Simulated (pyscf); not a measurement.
Single points on ωB97X-D3(BJ)/def2-SVP structures (PySCF, gas phase).

SMILES: [O]=[W](=[O])([F])[F]
```xyz
5

O      0.3204     0.2873     0.4615
W     -1.1463    -0.4924     0.1610
O     -0.7651    -1.8817    -0.7190
F     -2.2157     0.6120    -0.8866
F     -1.9099    -0.9908     1.7830
```
Charge 0, spin multiplicity 1.

Question: How much does it cost (ΔH, 298 K, ωB97M-D3(BJ)/def2-TZVP) to split O=W(=O)(F)–F at its F–W bond into [O=W(=O)–F]• + F•?

Answer: F–W to [O=W(=O)–F]• + F•: 136.1 kcal/mol. The 7 functionals that were run give +132.3 (M06-2X) to +144.7 kcal/mol (PBE). The radicals are drawn with the spin at the cut bond; how far it spreads was not checked. Other isomers of [O=W(=O)–F]• were not searched in full and may lie lower. Left out: the spin-orbit lowering of F. Open-shell species with a d-block atom are single-reference here; other states, and whether the spin sits on metal or ligand, were not checked. Elements past Kr carry the def2 core potentials, without spin-orbit coupling.
